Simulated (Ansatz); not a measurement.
Two shapes of doublet CH₂(-).

Shape 1:

```xyz
3

H     0.0000    0.2568   -0.8566
C     0.0000   -0.5137    0.0000
H     0.0000    0.2568    0.8566
```

Shape 2:

```xyz
3

H     0.0000    0.2774   -0.9251
C     0.0000   -0.5547    0.0000
H     0.0000    0.2774    0.9251
```

Basis set: def2-SVP (spherical functions). Correlated methods keep 1 orbital frozen. Correlation on ROHF uses semicanonical orbitals with singles. Charge -1, multiplicity 2.

Computed with Ansatz (development build ahead of 0.2.0); each method stands on the lowest determinant of its kind that the runs found.

(1) Which shape is lower in energy, and by how much in each method?

Results:

(1)

| method | E(2) − E(1) (eV) |
| --- | --- |
| ROHF | 0.232 |
| ROHF-MP2 | 0.210 |
| UHF-MP2 | 0.210 |
| ROHF-CCSD(T) | 0.162 |
| UHF-CCSD(T) | 0.162 |

Shape 1 is lower. Caution: no diffuse functions for an anion.
